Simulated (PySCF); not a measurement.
Identify the unknown among the candidates.

All candidates are C6H12.

| technique | computed result |
| --- | --- |
| 1H NMR | chemical shifts (computed TMS as zero) by class: 5.74 (2 H), 2.06 (4 H), 1.02 (6 H) ppm [GIAO PBE0/pcSseg-1] |
| Dipole | 0.02 D [PBE0/pcSseg-1] |
| 13C NMR | chemical shifts (computed TMS as zero) by class: 140.1 (2 C), 32.3 (2 C), 17.7 (2 C) ppm [GIAO PBE0/pcSseg-1] |
| Rotational structure | rotational constants A, B, C: 9.243, 1.397, 1.314 GHz [GFN2-xTB] |

The electronic properties come from PySCF, for the isolated species, density fitting. Levels stand in brackets. One conformer (not necessarily the lowest) at the GFN2-xTB geometry, without solvent, vibrations or thermal averaging. NMR classes are plain means over equivalent atoms (diastereotopic ones count apart unless rotation or inversion swaps them), as if these changed places fast.

Question: Which candidate is it?
A. `CCC=C(C)C`
B. `CC/C=C/CC`
C. `CC1CCCC1`
D. `CC(C)=C(C)C`

Answer: B. It is `CC/C=C/CC`. Numbering: `[CH3:1][CH2:2]/[CH:3]=[CH:4]/[CH2:5][CH3:6]`. Its formula, C6H12, gives 1 degree of unsaturation: 0 rings and 1 π bond in the structure found. 6 carbons fall into 3 classes; from least to most shielded: alkene CH carbon [C3/C4] (140.1 ppm, 2 C), allylic carbon [C2/C5] (32.3 ppm, 2 C), methyl carbon [C1/C6] (17.7 ppm, 2 C). Hydrogen classes from least to most shielded: 2 H on 2 alkene CH carbons, C3/C4 (5.74 ppm), 4 H on 2 allylic carbons, C2/C5 (2.06 ppm), 6 H on 2 methyl carbons, C1/C6 (1.02 ppm). The optimised geometry has point group C2 and is an asymmetric top.

The others, at the same levels:
- `CCC=C(C)C` fails: it has 6 carbon classes against 3; its computed 13C shifts are 138.1 (1 C), 134.2 (1 C), 29.1 (1 C), 26.4 (1 C), 19.0 (1 C), 17.4 (1 C) ppm, 1H shifts are 5.62 (1 H), 2.10 (2 H), 1.77 (3 H), 1.72 (3 H), 0.97 (3 H) ppm and rotational constant A is 6.418 GHz (against 9.243 GHz).
- `CC1CCCC1` fails: it has 4 carbon classes against 3; its computed 13C shifts are 38.0 (1 C), 37.4 (2 C), 30.4 (2 C), 23.6 (1 C) ppm, 1H shifts are 1.88 (1 H), 1.88 (2 H), 1.67 (2 H), 1.62 (2 H), 1.09 (3 H), 1.03 (2 H) ppm and rotational constant A is 6.145 GHz (against 9.243 GHz).
- `CC(C)=C(C)C` fails: it has 2 carbon classes against 3; its computed 13C shifts are 131.6 (2 C), 23.0 (4 C) ppm, 1H shifts are 1.75 (12 H) ppm and rotational constant A is 4.414 GHz (against 9.243 GHz).

Each candidate is one conformer, not necessarily the lowest. The conformers computed, where there is a choice (atom-mapped SMILES and torsion angles):
- `[CH3:1][CH2:2]/[CH:3]=[CH:4]/[CH2:5][CH3:6]`: C1–C2–C3–C4 -118°, C3–C4–C5–C6 -118°
- `[CH3:1][CH2:2][CH:3]=[C:4]([CH3:5])[CH3:6]`: C1–C2–C3–C4 -105°

The conformers of `CC1CCCC1` aren't listed.
